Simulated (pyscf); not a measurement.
A first-order saddle from PySCF, ωB97X-D3(BJ)/def2-SVP:

```xyz
18

N      1.2199     0.9885     1.7967
Si    -0.4810     0.5538     1.9085
N     -0.9159    -0.8835     1.0482
Si    -1.1099    -1.0393    -0.6873
N      0.2952    -1.3600    -1.6411
H      1.7239     2.2251     1.3793
H      1.8713     0.5241     2.4235
H     -0.7772     0.3507     3.3558
H     -1.2322     1.6978     1.3301
H     -0.8096    -1.7548     1.5627
H     -2.0293    -2.1901    -0.9199
H     -1.6779     0.2622    -1.1288
H      1.0166    -0.6519    -1.7346
H      0.6868    -2.2941    -1.6918
B      1.8277     1.3024     0.3647
H      2.1568     2.6170     0.5705
H      2.8889     0.7752     0.1136
H      0.9853     1.3885    -0.5043
```

Surface: singlet, charge 0. Lowest wavenumbers (cm⁻¹): 1372i, 44, 79, 108, 160.

Task: What reaction is this the transition state of?

Result: H₂N–SiH₂–NH–SiH₂–NH₂ + BH₃ <-> H₂B–NH–SiH₂–NH–SiH₂–NH₂ + H₂, a four-centre exchange read from left to right: H–N, B–H broken and B–N, H–H formed. At ωB97M-D3(BJ)/def2-TZVP it lies +16.2 kJ/mol from the left side and +145.8 kJ/mol from the right (each side as separated species at their lowest minima found). On the reactant side the descent ends in an adduct with a B–N contact, 135.0 kJ/mol under the separated species and 152.6 kJ/mol under the saddle at ωB97X-D3(BJ)/def2-TZVP. What is counted as formed (B–N) is already present as a longer contact in the reactant adduct; forming that adduct is a step of its own. At the saddle there is also a short B–H contact that neither side keeps. This is the saddle that the search found; another between the same sides may lie lower.
